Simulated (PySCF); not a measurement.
Isomers of C3H6P2, one conformer each; single-point electronic energies without zero-point terms and without any empirical dispersion term.

Level: PBE0/pcSseg-1 in PySCF, non-relativistic, each on one gas-phase PBE0-D3(BJ)/def2-SVP geometry that isn't relaxed in the solvent. The solvent is an IEF-PCM continuum (Bondi radii, 1.10 Å for H, scaled by 1.2). Specific hydrogen bonds and non-electrostatic terms are outside this model.

```json
{"isomer": "`C=C/C=P\\P`", "relative energy, gas (kcal/mol)": "0.0", "dipole (D)": "1.23"}
{"isomer": "`C#CPCP`", "relative energy, gas (kcal/mol)": "24.0", "dipole (D)": "0.42"}
```

Task: How do the relative energies look in cyclohexane (ε = 2.017)?

Result: 
| isomer | relative energy, solvent (kcal/mol) | E(solvent) − E(gas) (kcal/mol) | dipole in solvent (D) |
| --- | --- | --- | --- |
| `C=C/C=P\P` | 0.0 | -1.3 | 1.40 |
| `C#CPCP` | 23.3 | -2.0 | 0.43 |

The order is unchanged. Conformers: `[CH2:1]=[CH:2]/[CH:3]=[P:4]\[PH2:5]` with C1–C2–C3–P4 176°, C3–P4–P5–H 175° and -92°; `[CH:1]#[C:2][PH:3][CH2:4][PH2:5]` with C2–P3–C4–P5 53°, P3–C4–P5–H 48° and -46°. `C#CPCP` gains most from the continuum, while `C=C/C=P\P` has the largest gas-phase dipole. The gains span 0.7 kcal/mol, the gas-phase energies 24.0 kcal/mol.
